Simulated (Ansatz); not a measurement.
# BHO (singlet): B3LYP, r2SCANh, wB97M-V over a scan of the scale of all distances, 6-31G

How well do these functionals follow the top wave-function level for BHO (singlet) over a scan of the scale of all distances?

The runs use Ansatz 0.2.0, Gaussian basis; 6-31G, all electrons in the functionals.

To be run: B3LYP, r2SCANh, wB97M-V, at 0.889; 1.000; 1.131; 1.308; 1.495; 1.740; 2.001; 2.358.

20 further runs of the same task are left out: 2 for a mislabelled method, 4 for a known fault of the program, 10 that didn't finish, 4 set aside as unsound or not needed.

**1. The system**

The geometry derives from a PBE0/def2-TZVP stationary point (not a proven minimum). All distances are scaled together.

3 atoms, charge 0, spin multiplicity 1.

Atoms are counted from 1 here; the program's logs count them from 0.

Bond lengths: B1–O2 1.198 Å, B1–H3 1.173 Å. Angles: O2–B1–H3 180.0°.

No dispersion term is added; wB97M-V holds VV10 nonlocal correlation. B3LYP takes the VWN-RPA correlation.

The geometry shown and the zero of energy belong to the point 1.000. The yardstick, FCI, and other wave-function levels (R restricted, U unrestricted, valence and pair active spaces) come from earlier runs.

**2. B3LYP, 0.889**

Contents of in.yaml:

```yaml
crystal:
  periodic: [false, false, false]
  atoms:
    - {symbol: B, position_ang: [0.000000, 0.000000, 0.007484]}
    - {symbol: O, position_ang: [0.000000, 0.000000, -1.057504]}
    - {symbol: H, position_ang: [0.000000, 0.000000, 1.050020]}
basis:
  gaussian: {orbitals: 6-31G}
hamiltonian: {xc: {name: B3LYP}}
```

Launch:

```sh
$ ansatz run in.yaml --threads 1 --pin off --events-out ev --progress --plain --max-ram 2393MiB
```

After this run come: B3LYP, 1.000; B3LYP, 1.131; B3LYP, 1.308; B3LYP, 1.495; B3LYP, 1.740; B3LYP, 2.001; B3LYP, 2.358; r2SCANh, 0.889; r2SCANh, 1.000; r2SCANh, 1.131; r2SCANh, 1.308; r2SCANh, 1.495; r2SCANh, 1.740; r2SCANh, 2.001; r2SCANh, 2.358; wB97M-V, 0.889; wB97M-V, 1.000; wB97M-V, 1.131; wB97M-V, 1.308; wB97M-V, 1.495; wB97M-V, 1.740; wB97M-V, 2.001; wB97M-V, 2.358.

Q: Predict the results of all the runs planned. Wanted: span of the FCI curve; largest miss, B3LYP; largest miss, r2SCANh; largest miss, wB97M-V.

The runs gave:

```
             quantity                   value
span of the FCI curve          254.4 kcal/mol
  largest miss, B3LYP  +25.5 kcal/mol (1.740)
largest miss, r2SCANh  +23.3 kcal/mol (2.358)
largest miss, wB97M-V  +33.4 kcal/mol (1.740)
```

Of the functionals, r2SCANh keep the smallest largest miss at the points compared (at most 23.3 kcal/mol) and wB97M-V strays most (33.4 kcal/mol, at 1.740). B3LYP, r2SCANh, wB97M-V clearly break the spin symmetry at some points (⟨S²⟩ up to 1.63 above the pure value), so energy there is bought with a mixed spin. Functionals and the yardstick converge differently with the basis, so part of each miss in 6-31G is the basis.
